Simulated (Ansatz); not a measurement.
# CH5N (SMILES CN): Born-Oppenheimer dynamics

The task is to watch the atoms for 30 steps of 0.5 fs, started with velocities for 300 K and run at constant energy.

The runs use Ansatz 0.2.0, Gaussian basis; PBE0-D4/def2-SVP.

1 further run of the same task is left out (it didn't finish).

## 1. Where the work starts

SMILES `CN`, 7 atoms, charge 0, spin multiplicity 1.

Atoms are counted from 1 here; the program's logs count them from 0.

Bond lengths: C1–N2 1.453 Å, C1–H3 1.099 Å, C1–H4 1.089 Å, C1–H5 1.089 Å, N2–H6 1.015 Å, N2–H7 1.014 Å. Angles: N2–C1–H3 114.4°, N2–C1–H4 108.5°, N2–C1–H5 108.5°, H3–C1–H4 108.4°, H3–C1–H5 108.4°, H4–C1–H5 108.4°, C1–N2–H6 110.2°, C1–N2–H7 110.2°, H6–N2–H7 107.7°.

As a file:

```xyz
7
charge 0, multiplicity 1
C    -0.47795   -0.13864   -0.28538
N     0.79675    0.39012    0.16831
H    -0.97622   -0.80340    0.43479
H    -0.31409   -0.69304   -1.20862
H    -1.14340    0.69682   -0.49888
H     1.44208   -0.36858    0.36324
H     0.67283    0.91672    1.02653
```

## 2. The run

Contents of md/in.yaml:

```yaml
crystal:
  periodic: [false, false, false]
  atoms:
    - {symbol: C, position_ang: [-0.477950, -0.138640, -0.285380]}
    - {symbol: N, position_ang: [0.796750, 0.390120, 0.168310]}
    - {symbol: H, position_ang: [-0.976220, -0.803400, 0.434790]}
    - {symbol: H, position_ang: [-0.314090, -0.693040, -1.208620]}
    - {symbol: H, position_ang: [-1.143400, 0.696820, -0.498880]}
    - {symbol: H, position_ang: [1.442080, -0.368580, 0.363240]}
    - {symbol: H, position_ang: [0.672830, 0.916720, 1.026530]}
basis:
  gaussian: {orbitals: def2-SVP}
hamiltonian: {xc: pbe0, dispersion: d4}
md: {n_steps: 30, timestep: 0.5, temperature: 300, ensemble: nve, seed: 607, initial_velocities: maxwell_boltzmann}
```

Launch:

```sh
> ansatz run in.yaml --threads 2 --pin off --events-out ev --progress --plain --max-ram 3481MiB
```

Q: Predict the outcome of this session. Wanted: temperature at the start; mean temperature, second half; lowest and highest potential energy, from the first frame; largest change of potential + kinetic.

**Answer**, as computed:

| quantity | value |
| --- | --- |
| length | 30 steps, 15.0 fs |
| temperature at the start | 300 K |
| mean temperature, second half | 165 K |
| lowest and highest potential energy, from the first frame | 0 and 137 meV |
| largest change of potential + kinetic | 2.1 meV |

With no thermostat the total energy should stay fixed; it holds within 2.1 meV, small beside the kinetic energy, so the time step serves. The temperature runs between 90 and 300 K. The molecule keeps its bonds.
